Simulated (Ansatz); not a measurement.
**Nb2MoO2: from a trial structure to a relaxed crystal**

Computed with DFT PBE, scalar-relativistic, plane waves, PAW (Ansatz 0.2.0). Cutoff 420 eV, Γ-centred k mesh, Gaussian smearing, no spin polarisation in the final step.

Nb2MoO2 was placed on the ThCr2Si2 structure type (I4/mmm, No. 139), with Mo in place of Th, Nb in place of Cr, O in place of Si, at a guessed volume.

```
Nb Mo O
1.0
    -1.79109    1.79109    4.69941
     1.79109   -1.79109    4.69941
     1.79109    1.79109   -4.69941
Nb Mo O
2 1 2
Direct
  0.25000 0.75000 0.50000
  0.75000 0.25000 0.50000
  0.00000 0.00000 0.00000
  0.62600 0.62600 0.00000
  0.37400 0.37400 0.00000
```

Cell and atoms relax at zero pressure; the relaxation can't lower the symmetry of the start. After a coarse first stage the cell is made exact in the group found at 0.06 Å.

Formation energies are uncorrected and refer to the elements' standard structures at the same level (O₂ as a molecule).

Problem. What does it relax into?

Solution. It keeps I4/mmm (No. 139), but not the shape of the type it started on. Conventional cell: a = 4.311 Å, c = 7.487 Å. Nb is coordinated by 4 O at 2.17 Å; around Mo lie 2 O at 2.08 Å; O is coordinated by 1 Mo at 2.08 Å and 4 Nb at 2.17 Å.

Space group I4/mmm (No. 139). a = 4.311 Å, b = 4.311 Å, c = 7.487 Å, α = 90.00°, β = 90.00°, γ = 90.00°
| atom | site | symmetry | x | y | z |
| --- | --- | --- | --- | --- | --- |
| Nb | 4d | -4m2 | 0.5000 | 0.0000 | 0.2500 |
| Mo | 2a | 4/mmm | 0.0000 | 0.0000 | 0.0000 |
| O | 4e | 4mm | 0.5000 | 0.5000 | 0.2224 |

Problem. What are its volume, energy, density and gap?

Solution. The volume per atom is 13.92 Å³ and the density is 7.49 g/cm³. The energy over the elements is -0.93 eV/atom. The gap on the 12×12×12 mesh is 0 eV (a metal).

The final run used a 12×12×12 mesh on its 5-atom cell and 0.10 eV smearing. For metals, differences of a few meV/atom aren't resolved. Symmetry constrained the relaxation, so the result can be a saddle point.

Cost: 3 runs of about 3 core-minutes in all, on Arm Neoverse V1 (shared hosts).